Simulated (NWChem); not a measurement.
System: diphosphorus (P2); SMILES P#P

Input file for NWChem:

```
start job
memory heap 200 mb stack 900 mb global 1100 mb
geometry units angstroms noautosym nocenter noautoz
  P      0.000000     0.000000     0.945544
  P      0.000000     0.000000    -0.945544
end
basis spherical
  P library def2-qzvp
end
dft
  xc pbe0
  iterations 150
end
cosmo
  do_cosmo_smd true
  solvent water
end
task dft energy
```

Parts of the log:

```
             Northwest Computational Chemistry Package (NWChem) 7.3.0
             --------------------------------------------------------

                             Geometry "geometry" -> ""
                             -------------------------

 Output coordinates in angstroms (scale by  1.889725989 to convert to a.u.)

  No.       Tag          Charge          X              Y              Z
 ---- ---------------- ---------- -------------- -------------- --------------
    1 P                   15.0000     0.00000000     0.00000000     0.94554400
    2 P                   15.0000     0.00000000     0.00000000    -0.94554400

 Effective nuclear repulsion energy (a.u.)      62.9610473045

                                 NWChem DFT Module
                                 -----------------

 Summary of "ao basis" -> "ao basis" (spherical)
 ------------------------------------------------------------------------------
       Tag                 Description            Shells   Functions and Types
 ---------------- ------------------------------  ------  ---------------------
 P                         def2-qzvp                22       70   9s6p4d2f1g

 in cosmo_initialize ...
 calling solv_data for solv:h2o

 solvent parameters
 solvname_short: h2o
 solvname_long:  water
 dielec:       78.4000
 dielecinf:     1.7769
 aqueous SMD model solvent descriptors
 dielec:       78.4000
 sola:          0.8200

          ---------------
          -cosmo- solvent
          ---------------
 Cosmo: York-Karplus, doi: 10.1021/jp992097l
 dielectric constant -eps-     =  78.40
 screen = (eps-1)/(eps    )    =   0.98724
 surface charge correction     = lagrangian

   van der Waals surface
 --------------------------

 ---------- ATOMIC COORDINATES (A.U.) ------------ VDWR(ANG.) --
     1    0.00000000    0.00000000    1.78681907     2.120
     2    0.00000000    0.00000000   -1.78681907     2.120
 number of segments per atom =        128
 number of   points per atom =        128
 atom (   nspa,  nppa )
 ----------------------
    1 (     92,     0 )       0
    2 (     92,     0 )       0
 number of -cosmo- surface points =      184
 molecular surface =     81.188 angstrom**2
 molecular volume  =     61.234 angstrom**3
 -lineq- algorithm             =   0
 -bem- low  level              =   3
 -bem- from -octahedral-
 gaussian surface charge width =   4.50000
 degree of switching           =   1.00000
 switching function tolerance  =   0.00010
 atomic radii =
 --------------
    1 15.000  2.120
    2 15.000  2.120
 ...... end of -cosmo- initialization ......

 nat:                     2
 ixmem:                   309
 calling mnsol_interface()
 G(SMD-CDS) energy (kcal/mol)  =     0.000
 SMD-CDS SASA (angstrom**2)    =    86.962

            General Information
            -------------------
          SCF calculation type: DFT
          Wavefunction type:  closed shell.
          No. of atoms     :     2
          No. of electrons :    30
           Alpha electrons :    15
            Beta electrons :    15
          Charge           :     0
          Spin multiplicity:     1
          Use of symmetry is: off; symmetry adaption is: off
          Maximum number of iterations: 150
          AO basis - number of functions:   140
                     number of shells:    44
          Convergence on energy requested:  1.00D-06
          Convergence on density requested:  1.00D-05
          Convergence on gradient requested:  5.00D-04

              XC Information
              --------------
                         PBE0 Method XC Functional
                     Hartree-Fock (Exact) Exchange  0.250
          PerdewBurkeErnzerhof Exchange Functional  0.750
            Perdew 1991 LDA Correlation Functional  1.000 local
           PerdewBurkeErnz. Correlation Functional  1.000 non-local

             Grid Information
             ----------------
          Grid used for XC integration:  medium
          Radial quadrature: Mura-Knowles
          Angular quadrature: Lebedev.
          Tag              B.-S. Rad. Rad. Pts. Rad. Cut. Ang. Pts.
          ---              ---------- --------- --------- ---------
          P                   1.00       88           9.0       590
          Grid pruning is: on
          Number of quadrature shells:   176
          Spatial weights used:  Erf1

[...]

                                COSMO-SMD solvation results
                                ---------------------------

             internal energy in gas <Psi(g)|H|Psi(g)> =      -682.469115660689
         internal energy in solvent <Psi(s)|H|Psi(s)> =      -682.469084923475
                               delta internal energy  =         0.000030737214 (    0.02 kcal/mol)
   total free energy in solvent <Psi(s)|H+V/2|Psi(s)> =      -682.469492527749
 polarization energy contribution <Psi(s)|V/2|Psi(s)> =        -0.000407604274 (   -0.26 kcal/mol)
    total free energy in solvent including G(SMD-CDS) =      -682.469492527749
                       G(SMD-CDS) energy contribution =         0.000000000000 (    0.00 kcal/mol)
     1 M fixed-concentration free energy of solvation =        -0.000376867061 (   -0.24 kcal/mol)

                       DFT Final Molecular Orbital Analysis
                       ------------------------------------

 Vector   13  Occ=2.000000D+00  E=-3.076695D-01
              MO Center=  3.0D-08,  2.0D-08,  9.1D-06, r^2= 3.1D+00
   Bfn.  Coefficient  Atom+Function         Bfn.  Coefficient  Atom+Function
  ----- ------------  ---------------      ----- ------------  ---------------
    24      0.293048  1 P  pz                94     -0.293048  2 P  pz
    21      0.273405  1 P  pz                91     -0.273405  2 P  pz
     9      0.205786  1 P  s                 79      0.205783  2 P  s
    12     -0.189447  1 P  pz                82      0.189448  2 P  pz
     8      0.135730  1 P  s                 78      0.135725  2 P  s

 Vector   14  Occ=2.000000D+00  E=-2.994188D-01
              MO Center= -3.2D-08, -3.4D-08, -6.4D-06, r^2= 2.3D+00
   Bfn.  Coefficient  Atom+Function         Bfn.  Coefficient  Atom+Function
  ----- ------------  ---------------      ----- ------------  ---------------
    23      0.221199  1 P  py                93      0.221201  2 P  py
    22      0.207076  1 P  px                92      0.207077  2 P  px
    20      0.170769  1 P  py                90      0.170771  2 P  py
    19      0.159866  1 P  px                89      0.159867  2 P  px
    11     -0.121967  1 P  py                81     -0.121968  2 P  py

 Vector   15  Occ=2.000000D+00  E=-2.994188D-01
              MO Center= -7.1D-09,  6.7D-09, -6.4D-06, r^2= 2.3D+00
   Bfn.  Coefficient  Atom+Function         Bfn.  Coefficient  Atom+Function
  ----- ------------  ---------------      ----- ------------  ---------------
    22      0.221199  1 P  px                92      0.221201  2 P  px
    23     -0.207076  1 P  py                93     -0.207077  2 P  py
    19      0.170769  1 P  px                89      0.170771  2 P  px
    20     -0.159866  1 P  py                90     -0.159867  2 P  py
    10     -0.121967  1 P  px                80     -0.121968  2 P  px

 Vector   16  Occ=0.000000D+00  E=-9.618128D-02
              MO Center= -3.0D-09, -3.1D-09,  4.3D-06, r^2= 3.5D+00
   Bfn.  Coefficient  Atom+Function         Bfn.  Coefficient  Atom+Function
  ----- ------------  ---------------      ----- ------------  ---------------
    26      0.267260  1 P  py                96     -0.267258  2 P  py
    25      0.262406  1 P  px                95     -0.262404  2 P  px
    23      0.250859  1 P  py                93     -0.250859  2 P  py
    22      0.246304  1 P  px                92     -0.246303  2 P  px
    20      0.180324  1 P  py                90     -0.180323  2 P  py

 Vector   17  Occ=0.000000D+00  E=-9.618128D-02
              MO Center= -4.4D-10,  1.7D-10,  4.3D-06, r^2= 3.5D+00
   Bfn.  Coefficient  Atom+Function         Bfn.  Coefficient  Atom+Function
  ----- ------------  ---------------      ----- ------------  ---------------
    25      0.267260  1 P  px                95     -0.267258  2 P  px
    26     -0.262406  1 P  py                96      0.262404  2 P  py
    22      0.250859  1 P  px                92     -0.250859  2 P  px
    23     -0.246304  1 P  py                93      0.246303  2 P  py
    19      0.180324  1 P  px                89     -0.180323  2 P  px

 Vector   18  Occ=0.000000D+00  E= 4.093657D-02
              MO Center=  2.8D-09,  6.1D-10, -4.8D-06, r^2= 9.3D+00
   Bfn.  Coefficient  Atom+Function         Bfn.  Coefficient  Atom+Function
  ----- ------------  ---------------      ----- ------------  ---------------
     9      4.767760  1 P  s                 79     -4.767760  2 P  s
    27     -2.357310  1 P  pz                97     -2.357312  2 P  pz
    24     -1.748578  1 P  pz                94     -1.748577  2 P  pz
     8      0.693983  1 P  s                 78     -0.693983  2 P  s
    45      0.663437  1 P  d  0             115     -0.663436  2 P  d  0

     Multipole analysis of the density
     ---------------------------------

     L   x y z        total         alpha         beta         nuclear
     -   - - -        -----         -----         ----         -------
     0   0 0 0     -0.000000    -15.000000    -15.000000     30.000000

     1   1 0 0     -0.000000     -0.000000     -0.000000      0.000000
     1   0 1 0     -0.000000     -0.000000     -0.000000      0.000000
     1   0 0 1      0.000056      0.000028      0.000028      0.000000

     2   2 0 0    -19.312625     -9.656313     -9.656313      0.000000
     2   1 1 0     -0.000000     -0.000000     -0.000000      0.000000
     2   1 0 1      0.000000      0.000000      0.000000      0.000000
     2   0 2 0    -19.312625     -9.656313     -9.656313      0.000000
     2   0 1 1      0.000000      0.000000      0.000000      0.000000
     2   0 0 2    -18.491046    -57.136359    -57.136359     95.781672
```

Level: PBE0/def2-QZVP, SMD on the gas-phase geometry. Geometry: optimised at PBE0/def2-SVP. Solvent: water.
